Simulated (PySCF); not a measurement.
Frontier levels across methods

CCl3F.
Z-matrix (Å and degrees, PBE0-D3(BJ)/def2-SVP geometry), rows numbered from 1:
```
F 
C   1  1.3263
Cl  2  1.7663  1  108.59
Cl  2  1.7668  1  108.63  3   119.99
Cl  2  1.7670  1  108.64  3  -120.01
```

Basis pcSseg-2 throughout (PySCF), one geometry. Isolated species at its PBE0-D3(BJ)/def2-SVP geometry, gas phase.

Question: How do the orbital energies, the gap and the dipole change with the method?

Answer: 
```json
{"method": "BLYP", "kind": "GGA", "HOMO (eV)": "-7.58", "LUMO (eV)": "-2.26", "gap (eV)": "5.32", "μ (D)": "0.30", "SCF cycles": "14"}
{"method": "PBE", "kind": "GGA", "HOMO (eV)": "-7.74", "LUMO (eV)": "-2.36", "gap (eV)": "5.38", "μ (D)": "0.26", "SCF cycles": "14"}
{"method": "B97-D", "kind": "GGA", "HOMO (eV)": "-7.74", "LUMO (eV)": "-2.33", "gap (eV)": "5.42", "μ (D)": "0.25", "SCF cycles": "14"}
{"method": "OPBE", "kind": "GGA", "HOMO (eV)": "-7.78", "LUMO (eV)": "-2.27", "gap (eV)": "5.50", "μ (D)": "0.19", "SCF cycles": "15"}
{"method": "BP86", "kind": "GGA", "HOMO (eV)": "-7.84", "LUMO (eV)": "-2.47", "gap (eV)": "5.37", "μ (D)": "0.25", "SCF cycles": "14"}
{"method": "KT2", "kind": "GGA", "HOMO (eV)": "-7.86", "LUMO (eV)": "-2.57", "gap (eV)": "5.29", "μ (D)": "0.29", "SCF cycles": "15"}
{"method": "LDA", "kind": "LDA", "HOMO (eV)": "-7.88", "LUMO (eV)": "-2.55", "gap (eV)": "5.33", "μ (D)": "0.31", "SCF cycles": "14"}
{"method": "KT3", "kind": "GGA", "HOMO (eV)": "-7.89", "LUMO (eV)": "-2.52", "gap (eV)": "5.36", "μ (D)": "0.27", "SCF cycles": "15"}
{"method": "B3LYP", "kind": "global hybrid", "HOMO (eV)": "-8.92", "LUMO (eV)": "-1.56", "gap (eV)": "7.36", "μ (D)": "0.36", "SCF cycles": "13"}
{"method": "B97-2", "kind": "global hybrid", "HOMO (eV)": "-8.94", "LUMO (eV)": "-1.38", "gap (eV)": "7.56", "μ (D)": "0.31", "SCF cycles": "14"}
{"method": "PBE0", "kind": "global hybrid", "HOMO (eV)": "-9.20", "LUMO (eV)": "-1.28", "gap (eV)": "7.93", "μ (D)": "0.33", "SCF cycles": "14"}
{"method": "mPW1PW91", "kind": "global hybrid", "HOMO (eV)": "-9.23", "LUMO (eV)": "-1.30", "gap (eV)": "7.93", "μ (D)": "0.33", "SCF cycles": "14"}
{"method": "BHandHLYP", "kind": "global hybrid", "HOMO (eV)": "-10.53", "LUMO (eV)": "-0.11", "gap (eV)": "10.42", "μ (D)": "0.43", "SCF cycles": "13"}
{"method": "CAM-B3LYP", "kind": "range-separated hybrid", "HOMO (eV)": "-10.60", "LUMO (eV)": "-0.08", "gap (eV)": "10.52", "μ (D)": "0.39", "SCF cycles": "13"}
{"method": "wB97X-D", "kind": "range-separated hybrid", "HOMO (eV)": "-11.10", "LUMO (eV)": "0.57", "gap (eV)": "11.67", "μ (D)": "0.32", "SCF cycles": "13"}
{"method": "LC-wPBE", "kind": "range-separated hybrid", "HOMO (eV)": "-12.06", "LUMO (eV)": "1.24", "gap (eV)": "13.31", "μ (D)": "0.35", "SCF cycles": "13"}
{"method": "HF", "kind": "Hartree–Fock", "HOMO (eV)": "-12.64", "LUMO (eV)": "2.90", "gap (eV)": "15.54", "μ (D)": "0.46", "SCF cycles": "10"}
```

The HOMO spans 5.06 eV, from BLYP down to HF, and the gap runs from 5.29 eV (KT2) to 15.54 eV (HF). Over the methods BLYP (0 %), PBE (0 %), B97-D (0 %), OPBE (0 %), BP86 (0 %), KT2 (0 %), LDA (0 %), KT3 (0 %), B3LYP (20 %), B97-2 (21 %), PBE0 (25 %), mPW1PW91 (25 %), BHandHLYP (50 %), HF (100 %), a straight line through the gap against the share of exact exchange rises by 1.02 eV for each 10 % (correlation coefficient 1.000). The dipole ranges from 0.19 D (OPBE) to 0.46 D (HF). This basis has no diffuse functions.

Reference dipole: 0.46 D (measured, gas; NIST CCCBDB Release 22 (SRD 101), experimental dipoles); nearest here: HF (0.46 D). 

The vertical ΔSCF ionisation energy at B3LYP/def2-SVPD is 11.35 eV; −ε(HOMO) comes closest to it with wB97X-D (11.10 eV).
